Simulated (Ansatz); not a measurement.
# Solid CO2 (dry ice)

These are PBE in Ansatz (plane waves, PAW) values and carry that method's errors.

Run with plane-wave cutoff 520 eV, 6×6×6 k mesh, Fermi–Dirac smearing 0.01 eV, scalar-relativistic PAW data made under PBE.

Cell: relaxed at this level.

```json
{
  "lattice_constant_a": "6.063 Å",
  "band_gap": "6.63 eV (direct)"
}
```

Measured, for comparison: lattice constant a 5.56 Å (5 K, zero-point motion not removed; as tabulated in Tran et al. (2019), arXiv:1903.00284). Computed (rounded) less measured: lattice constant a +9.0 %.

Note: the cell comes from a level without a dispersion term, which matters for the spacing of layers, chains or molecules.

The computed numbers hold no vibrational or temperature effects.

Ansatz is a first-principles code.
